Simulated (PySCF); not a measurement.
Successive ionisation energies of one element at GMP2 (screened spin-orbit), starting from the ion with 8 electrons. Calculated with PySCF 2.14, two-component X2C-1e (Gaussian nucleus, no Breit or QED terms), each ion in its own even-tempered basis; GMP2 freezes the deep shells of the larger ions and drops the highest virtual spinors; eV.

13.290, 35.206, 55.053, 77.624, 112.83, 138.12, 739.40, 871.51

(1) Which element is it?

Results:

(1) Oxygen (O, Z = 8); the list starts at O. The hydrogenic estimate 13.606 eV × (q + 1)²/n² with q = 0 and n = 2 gives 3.401 eV for the first entry, a lower bound because the other electrons screen the nucleus only in part.
